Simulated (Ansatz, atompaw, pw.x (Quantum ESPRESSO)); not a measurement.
# What a changed setting does to a pw.x run (bcc H)

Potential: PAW, atompaw 4.2.0.5, PBEsol; core none, reference 1s1; waves: 1s (bound): rc 1.25 bohr; 1s channel at 2.2 Ry: rc 1.25 bohr; 2p channel at -0.1 Ry: rc 1.15 bohr; 2p channel at 0.35 Ry: rc 1.25 bohr; local part: vpsmatchnc scheme with l = 2 at 0 Ry, radius 1.05 bohr; core correction: none; augmentation: gaussian compensation charge, radius 0.95 bohr; PAW radius 1.25 bohr; waves and projectors: custom polynom2 7 10 vanderbiltortho.

The reference run (k-mesh 18³, cutoffs 40/400 Ry, Fermi–Dirac 0.01 Ry, mixing_beta 0.4, conv_thr 1e-9, no spin) gives -2.39 GPa at 2.977 Å³/atom, where all-electron LAPW gives -2.42 GPa. This run, with its own iteration cap, changes smearing to mp.

```
&control
  calculation='scf', prefix='x', pseudo_dir='./', outdir='./tmp', tstress=.true., disk_io='none'
/
&system
  ibrav=0, nat=1, ntyp=1, ecutwfc=40, ecutrho=400, nbnd=7,
  occupations='smearing', smearing='mp', degauss=0.01
/
&electrons
  conv_thr=1e-09, mixing_beta=0.4, electron_maxstep=60
/
ATOMIC_SPECIES
H 1.0 H.UPF
CELL_PARAMETERS angstrom
  -0.90623246 0.90623246 0.90623246
  0.90623246 -0.90623246 0.90623246
  0.90623246 0.90623246 -0.90623246
ATOMIC_POSITIONS crystal
H 0.0000 0.0000 0.0000
K_POINTS automatic
18 18 18 0 0 0
```

```bash
pw.x < H.scf.in > H.scf.out
```

How does the run end?

It converges in 5 iterations; the free energy moves by +3.0 meV/atom and the pressure by -0.15 GPa. This scheme is built to cancel the term in the square of the width that Fermi–Dirac smearing leaves in the F of a metal.

```
Message from routine setup:
     using ibrav=0 with symmetry is DISCOURAGED, use correct ibrav instead
     lattice parameter (alat)  =       2.9662  a.u.
     unit-cell volume          =      20.0898 (a.u.)^3
     number of electrons       =         1.00
     number of Kohn-Sham states=            7
     kinetic-energy cutoff     =      40.0000  Ry
     charge density cutoff     =     400.0000  Ry
     scf convergence threshold =      1.0E-09
     Exchange-correlation= SLA PW PSX PSC
     number of k points=   195  Methfessel-Paxton smearing, width (Ry)=  0.0100
     iteration #  1     ecut=    40.00 Ry     beta= 0.40
     total energy              =      -1.07050584 Ry
     estimated scf accuracy    <       0.00000451 Ry
     iteration #  2     ecut=    40.00 Ry     beta= 0.40
     total energy              =      -1.07069784 Ry
     estimated scf accuracy    <       0.00000202 Ry
     iteration #  3     ecut=    40.00 Ry     beta= 0.40
     total energy              =      -1.07070354 Ry
     estimated scf accuracy    <       0.00000020 Ry
     iteration #  4     ecut=    40.00 Ry     beta= 0.40
     total energy              =      -1.07070360 Ry
     estimated scf accuracy    <       0.00000005 Ry
     iteration #  5     ecut=    40.00 Ry     beta= 0.40
     the Fermi energy is     3.8656 ev
!    total energy              =      -1.07070361 Ry
     estimated scf accuracy    <          3.1E-11 Ry
     smearing contrib. (-TS)   =      -0.00001499 Ry
     The total energy is F=E-TS. E is the sum of the following terms:
     one-electron contribution =       0.63714350 Ry
     hartree contribution      =       0.02043833 Ry
     xc contribution           =      -0.66814550 Ry
     ewald contribution        =      -1.06253058 Ry
     one-center paw contrib.   =       0.00240563 Ry
     convergence has been achieved in   5 iterations
          total   stress  (Ry/bohr**3)                   (kbar)     P=      -25.33
     Message from routine punch:
     Nothing written, as per user request (disk_io='none')
```

The run took about 1.4 s on one core of a shared host (AMD EPYC 9R45 96-Core Processor, 96 threads, 376 GiB, load 35).
